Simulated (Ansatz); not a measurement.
Geometry optimisation, Ansatz, UKS PBE0/def2-SVP.

The input (input.yaml):

```yaml
crystal:
  periodic: [false, false, false]
  atoms:
    - { symbol: Al, position_ang: [0.0, 0.0, 0.0] }
    - { symbol: H, position_ang: [0.0, 0.0, 1.81] }
    - { symbol: C, position_ang: [1.706, 0.0, -0.985] }
    - { symbol: H, position_ang: [2.0356, -1.0462, -1.1552] }
    - { symbol: H, position_ang: [1.5695, 0.508, -1.9624] }
    - { symbol: H, position_ang: [2.4756, 0.5381, -0.3932] }
    - { symbol: H, position_ang: [-1.351, 0.0, -0.78] }
    - { symbol: H, position_ang: [0.0, 0.0, 2.77] }
magnetization:
  spin_polarized: true
  initial_magnetization: 1
basis:
  gaussian: { orbitals: def2-SVP }
hamiltonian:
  xc: pbe0
relax:
  f_tol: 0.15
  max_steps: 25
  restrain:
    - { distance: [1, 7], at: 1.86, k: 30.0 }
    - { distance: [0, 1], at: 1.56, k: 30.0 }
```

Run as:

```bash
$ ansatz run input.yaml --threads 1 --pin off --max-ram 2048MiB --backend cpu --events-out ev --progress --plain --runs-dir out
```

Task: Where does it end, and by what steps?

Result: It converged. The restraints hold the end off the free minimum. After 3 steps the energy has risen by 0.230 eV (the restraints' own energy left out); H8 moved furthest, 0.59 Å.

| step | energy less start (eV) | largest force component (eV/Å) | accepted |
| --- | --- | --- | --- |
| 0 | 0.0000 | 1.302 | yes |
| 1 | 0.2377 | 0.648 | yes |
| 2 | 0.3187 | 1.405 | yes |
| 3 | 0.2297 | 0.429 | yes |

```xyz
8
Properties=species:S:1:pos:R:3
Al -0.003 0.004 -0.073
H -0.025 -0.005 1.498
C 1.703 0.011 -1.014
H 2.051 -1.023 -1.182
H 1.628 0.495 -2.002
H 2.482 0.524 -0.428
H -1.394 -0.005 -0.851
H -0.006 -0.001 3.356
```

The run took 13 s on 1 thread of Arm Neoverse V1, on a shared host, peak memory 0.12 GiB.
